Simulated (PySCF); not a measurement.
Atom-mapped SMILES (the numbers label the heavy atoms): `[CH:1]#[C:2][C@@H:3]1[NH:4][C@@H:5]1[CH3:6]`; H(Xn) means a hydrogen on atom n.

Geometry: PBE0-D3(BJ)/def2-SVP; GIAO absolute shieldings from PySCF, gas phase, non-relativistic, averaged over equivalent atoms.

At KT3/pcSseg-1 (137 basis functions, 18 s wall time on 1 thread of an Arm Neoverse V1, shared host):
| atoms | σ (ppm) |
| --- | --- |
| C2 | 105.0 |
| C1 | 117.9 |
| C5 | 147.1 |
| C3 | 156.7 |
| C6 | 163.4 |
| N4 | 198.5 |
| H(C3) | 29.12 |
| H(C1) | 29.32 |
| H(C5) | 29.56 |
| H(C6) | 29.97 |
| H(N4) | 32.41 |

What do these become at mPW1PW91/pcSseg-1?

## Answers


| atoms | σ at mPW1PW91/pcSseg-1 | change |
| --- | --- | --- |
| C2 | 96.7 | -8.3 |
| C1 | 108.1 | -9.8 |
| C5 | 149.6 | +2.5 |
| C3 | 159.3 | +2.6 |
| C6 | 165.4 | +2.0 |
| N4 | 205.5 | +7.0 |
| H(C3) | 29.23 | +0.11 |
| H(C1) | 29.36 | +0.04 |
| H(C5) | 29.59 | +0.03 |
| H(C6) | 29.99 | +0.02 |
| H(N4) | 32.37 | -0.04 |

The largest change is at C1 (terminal alkyne carbon). Cost: 137 basis functions, 12 s wall time on 1 thread of an Arm Neoverse V1, shared host. The order of the carbon signals is the same at both levels.
